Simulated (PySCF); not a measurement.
Excitation energies in several basis sets

1,2-butadiene, C4H6.
SMILES: `C=C=CC`

TDDFT with PBE0 (PySCF), vertical singlets, core orbitals frozen in the response, spherical d and f functions. Geometry: PBE0-D3(BJ)/def2-SVP; no solvent, vibrations or thermal averaging.

Compare 6-31G*, 6-31+G*, def2-SVP, def2-SVPD, aug-cc-pVDZ, def2-TZVP and def2-TZVPD for this molecule.

```tsv
basis	functions	diffuse	S1 (eV)	S2 (eV)	S3 (eV)	S4 (eV)	S5 (eV)	LUMO (eV)	α (au)
6-31G*	68	no	5.85	6.37	7.47	8.31	9.41	0.86	43.1
6-31+G*	84	yes	5.60	6.27	6.72	6.88	7.18	0.12	49.8
def2-SVP	86	no	5.77	6.33	7.35	8.11	8.43	0.55	45.5
def2-SVPD	128	yes	5.66	6.28	6.93	7.08	7.35	0.25	53.5
aug-cc-pVDZ	146	yes	5.53	6.19	6.29	6.52	6.78	-0.13	55.0
def2-TZVP	160	no	5.65	6.26	7.14	7.67	7.78	0.32	51.6
def2-TZVPD	202	yes	5.58	6.23	6.55	6.78	7.12	0.08	54.8
```

States are compared by their number. Against the largest diffuse basis here (def2-TZVPD, itself not a converged limit), sets without diffuse functions differ by up to 0.27 eV in S1 and 2.29 eV in S5; the smaller diffuse sets differ by up to 0.08 and 0.33 eV. State by state, the largest deviation of a set without diffuse functions is S1 0.27, S2 0.14, S3 0.92, S4 1.53, S5 2.29 eV. The same number needn't mean the same state in each row. Against def2-TZVPD the polarisability deviates by -21% in 6-31G*, -9% in 6-31+G*, -17% in def2-SVP, -2% in def2-SVPD, 0% in aug-cc-pVDZ, -6% in def2-TZVP. A single + in a Pople set puts diffuse functions on heavy atoms only.
